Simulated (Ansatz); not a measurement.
C₅H₅N, SMILES `C=C/C=C/C#N`, relaxed with RKS PBE-D4/def2-SVP in Ansatz from a rough embedded geometry. The force threshold is 0.03 eV/Å; the program also tests the step.

Total charge 0; spin multiplicity 1.

Start:

```xyz
11

C     1.063   -1.817    0.675
C     0.904   -0.521    0.416
C    -0.314    0.030   -0.118
C    -0.479    1.336   -0.385
C    -1.675    1.853   -0.907
N    -2.649    2.283   -1.335
H     1.982   -2.210    1.074
H     0.274   -2.528    0.493
H     1.709    0.178    0.605
H    -1.124   -0.661   -0.308
H     0.309    2.057   -0.209
```

(1) By how much does the energy fall, and how many steps does the optimiser take? (An estimate is asked.)

(2) Which bonds change most? (Best estimate.)

(3) Give the relaxed structure. (Estimate.)

## Answers

(1) The calculation gave: 3.16 kcal/mol, in 3 steps.

(2) Computed: C5–N6 from 1.148 to 1.176 Å; C1–H8 from 1.078 to 1.103 Å; C1–H7 from 1.076 to 1.100 Å; C1–C2 from 1.331 to 1.354 Å.

(3) Computed: 
```xyz
11

C     1.083   -1.845    0.684
C     0.910   -0.529    0.417
C    -0.316    0.025   -0.121
C    -0.493    1.351   -0.393
C    -1.701    1.886   -0.921
N    -2.694    2.339   -1.359
H     2.027   -2.231    1.097
H     0.276   -2.575    0.506
H     1.733    0.183    0.611
H    -1.146   -0.676   -0.318
H     0.321    2.072   -0.202
```
